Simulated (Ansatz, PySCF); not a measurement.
Species: CH₅Si (charge 0, doublet). SMILES: [CH2][SiH3]
Geometry from a B3LYP-D3(BJ)/def2-TZVP (Ansatz, a first-principles code) optimisation:
```xyz
7

C     -0.0097     0.1411    -1.2607
Si     0.0046    -0.0671     0.5695
H     -0.9250     0.2758    -1.8259
H      0.8972     0.1766    -1.8533
H     -0.0125     1.2498     1.2616
H     -1.1932    -0.8210     1.0128
H      1.2278    -0.7881     0.9952
```
Charge 0, spin multiplicity 2.

Wanted: enthalpy of formation at 298 K, in kcal/mol. Conventions: valence correlation only; non-relativistic; open shells spin-unrestricted; no dispersion term unless named; no spin-orbit coupling. CBS marks a two-point X^-3 extrapolation of the correlation energy; Hartree-Fock from the larger set. [CCSD(T)-MP2]/basis is that difference in the basis named. First-principles rows: single points at B3LYP-D3(BJ) geometries (Ansatz), with unscaled harmonic terms from B3LYP/6-31G* at its own minima, enthalpies of formation by atomisation with measured atoms.

```csv
species,coefficient,"E at BP86/def2-SVP (PySCF), Eh","E at wB97X-V/def2-TZVPD (Ansatz), Eh","H(298 K) - E, kcal/mol"
[CH2][SiH3] (CH5Si),+1,-330.43454,-330.49906,33.06
C atom,-1,-37.80175,-37.84665,-
H atom,-5,-0.49913,-0.50049,-
Si atom,-1,-289.29781,-289.31750,-
```

The atoms take no thermal term, since their enthalpies of formation at 0 K are used: the result is the sum of coefficient times E, plus the molecule's thermal term, plus number times (enthalpy of formation minus H(298) - H(0)) over the atoms. Measured values of the atoms (G2/97 table in ASE), kcal/mol:

```csv
atom,number,enthalpy of formation of the gas at 0 K,H(298) - H(0) of the element's standard state
C,1,169.98,0.25
H,5,51.63,1.01
Si,1,106.60,0.76
```

Coupled cluster (Ansatz) is a level with limits of its own, used here on species with T1 under 0.025 (0.045 for open shells) and stable references: RI-MP2/CBS(def2-TZVPPD,def2-QZVPPD)+[CCSD(T)-MP2]/def2-TZVPPD. Value to compare with, RI-MP2/CBS(def2-TZVPPD,def2-QZVPPD)+[CCSD(T)-MP2]/def2-TZVPPD (Ansatz): 41.6 kcal/mol. 1 Eh = 627.5095 kcal/mol.

Task: Work the quantity out at each level, and compare with RI-MP2/CBS(def2-TZVPPD,def2-QZVPPD)+[CCSD(T)-MP2]/def2-TZVPPD (Ansatz).

Result: 
- BP86/def2-SVP: the sum of coefficient times E is -0.83933 Eh, or -526.69 kcal/mol; the thermal terms add 33.06; the atoms' measured terms add 528.67. Result: 35.0 kcal/mol. Its difference against RI-MP2/CBS(def2-TZVPPD,def2-QZVPPD)+[CCSD(T)-MP2]/def2-TZVPPD (Ansatz) is -6.6 kcal/mol.
- wB97X-V/def2-TZVPD: the sum of coefficient times E is -0.83246 Eh, or -522.38 kcal/mol; the thermal terms add 33.06; the atoms' measured terms add 528.67. Result: 39.4 kcal/mol. Its difference against RI-MP2/CBS(def2-TZVPPD,def2-QZVPPD)+[CCSD(T)-MP2]/def2-TZVPPD (Ansatz) is -2.2 kcal/mol.
